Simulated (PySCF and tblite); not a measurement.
Results of a calculation; reference values are marked as such.
Molecule: C₅H₁₃N, numbered as in [CH3:1][CH2:2][CH:3]([NH2:4])[CH2:5][CH3:6]; H named by carrier, a and b as here (out-of-plane angle -43°, Å):

```
C1      -2.428    0.650    0.130
C2      -1.251   -0.263    0.461
C3       0.088    0.220   -0.123
N4       0.121    0.246   -1.593
C5       1.234   -0.668    0.377
C6       2.588   -0.145   -0.084
H1a     -3.328    0.294    0.628
H1b     -2.230    1.665    0.467
H1c     -2.628    0.674   -0.940
H2a     -1.456   -1.272    0.091
H2b     -1.150   -0.326    1.547
H3       0.273    1.247    0.215
H4a     -0.677    0.822   -1.857
H4b     -0.198   -0.686   -1.867
H5a      1.087   -1.681   -0.005
H5b      1.205   -0.714    1.468
H6a      3.384   -0.825    0.213
H6b      2.590   -0.042   -1.165
H6c      2.785    0.831    0.353
```

The mean out-of-plane torsion at N4 (0° is planar) is held and the rest relaxed at GFN2-xTB. Energies: PBE/pcSseg-1 + D3(BJ). Couplings: B3LYP/6-31G* with H pcJ-1 N pcJ-1, gas phase, for ¹H, ¹⁵N. Programs: tblite and PySCF.

One held structure gave ¹J(N4,H4a) = -81.0, ¹J(N4,H4b) = -79.3, ²J(H4a,H4b) = -0.2, ³J(N4,H2b) = -2.2, ³J(N4,H5b) = -6.3, ²J(N4,H3) = -2.9, ³J(H3,H4a) = 3.9, ⁴J(H4a,H5b) = 2.7 Hz.

Q: At which out-of-plane angle was it held?
A. 0°
B. 43°
C. -43°
D. 26°
E. -26°

A: E. It lies 1.22 kcal/mol above the lowest point.
